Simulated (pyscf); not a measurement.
Single points on ωB97X-D3(BJ)/def2-SVP structures (PySCF, gas phase).

**Question.** Estimate the classical barrier height and the reaction energy of O=Ti=O + methanol (H₃C–OH) -> H₃C–O–Ti(=O)–OH at ωB97M-D3(BJ)/def2-TZVP. The step runs on the singlet surface, breaks H–O and forms O–Ti, H–O; take the separated reactants as zero.

**Answer.** ΔE‡ = -25.6 kcal/mol, ΔE = -77.7 kcal/mol. Zero-point energy shifts the barrier by -1.0 kcal/mol. It is an addition across a multiple bond or ene-type step, with an imaginary mode of 1265i cm⁻¹. On the reactant side the descent ends in an adduct with a O–Ti contact, 37.0 kcal/mol under the separated species and 9.2 kcal/mol under the saddle at ωB97X-D3(BJ)/def2-TZVP. At ωB97M-D3(BJ) the saddle lies under the separated reactants, which points to a path from their complex (located at ωB97X-D3(BJ) alone). What is counted as formed (O–Ti) is already present as a longer contact in the reactant adduct; forming that adduct is a step of its own. At the saddle there is also a short H–Ti contact that neither side keeps. At ωB97X-D3(BJ)/def2-TZVP the barrier from the zero used here is -27.9 kcal/mol. One saddle was located; it need not be the lowest between these sides.
